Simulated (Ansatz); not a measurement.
Total energies of C3H4O2 (`OC1=CCO1`).

Cartesian coordinates in Å:
```
O -2.001 0.017 0.548
C -0.738 -0.012 0.156
C -0.023 -0.361 -0.916
C 1.173 0.071 -0.115
O 0.256 0.413 0.990
H -2.033 0.365 1.446
H -0.206 -0.762 -1.895
H 1.868 -0.701 0.220
H 1.703 0.970 -0.435
```

Charge 0, multiplicity 1. The geometry is a stationary point of PBE0-D4/def2-TZVP. It is one conformer, not always the lowest. Basis def2-TZVPP, the Gaussian-basis code of Ansatz.

RPA on PBE orbitals: Hartree–Fock energy of these orbitals -265.63788 Eh, correlation -1.47497 Eh (frozen core).

| functional | energy without D4 (Eh) | D4 term (kJ/mol) |
| --- | --- | --- |
| LDA (SPW92) | -265.07959 | – |
| B97M-V | -267.17166 | – |
| PBE0 | -266.91722 | -11.9 |
| B3LYP | -267.21453 | -23.2 |
| r2SCANh | -267.05604 | -3.6 |
| CAM-B3LYP | -267.10130 | -11.8 |
| LC-ωPBE | -267.04694 | – |
| ωB97X-V | -267.12943 | – |
| B2PLYP | -267.01207 | – |
| PBE-QIDH | -266.87355 | – |

Task: Give the same for PBE, revPBE, BLYP, r2SCAN, r2SCAN0, HSE06 (plane-wave form), BHLYP, ωB97M-V. (An estimate is asked.)

Result: The calculation gave: 
| functional | energy without D4 (Eh) | D4 term (kJ/mol) |
| --- | --- | --- |
| PBE | -266.91164 | -14.5 |
| revPBE | -267.13788 | -53.2 |
| BLYP | -267.14218 | -33.2 |
| r2SCAN | -267.07171 | -3.5 |
| r2SCAN0 | -267.03377 | -4.0 |
| HSE06 (plane-wave form) | -266.90423 | -10.9 |
| BHLYP | -267.06189 | -15.7 |
| ωB97M-V | -267.12415 | – |

B3LYP takes the VWN-RPA correlation (the form of Gaussian; ORCA's B3LYP/G). HSE06 is the plane-wave form, built on full-range PBE exchange. The double hybrids freeze the cores in their second-order part.

LC-ωPBE has ω = 0.4 bohr⁻¹.
